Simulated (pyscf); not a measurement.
Structures and frequencies: ωB97X-D3(BJ)/def2-SVP in PySCF.

**Question.** For the elementary gas-phase step SnH₄ (SMILES [SnH4]) + H₂S (SMILES S) → HS–SnH₃ (SMILES [SH][SnH3]) + H₂ (SMILES [H][H]) (singlet surface; H–Sn, H–S broken, S–Sn, H–H formed), what barrier and reaction energy does ωB97M-D3(BJ)/def2-TZVP give, measured from the separated reactants?

**Answer.** ΔE‡ = 43.3 kcal/mol, ΔE = -7.7 kcal/mol. Zero-point energy shifts the barrier by 0.0 kcal/mol. It is a four-centre exchange, with an imaginary mode of 1553i cm⁻¹. This is the saddle that the search found; another between the same sides may lie lower. Elements past Kr carry the def2 core potentials, without spin-orbit coupling.
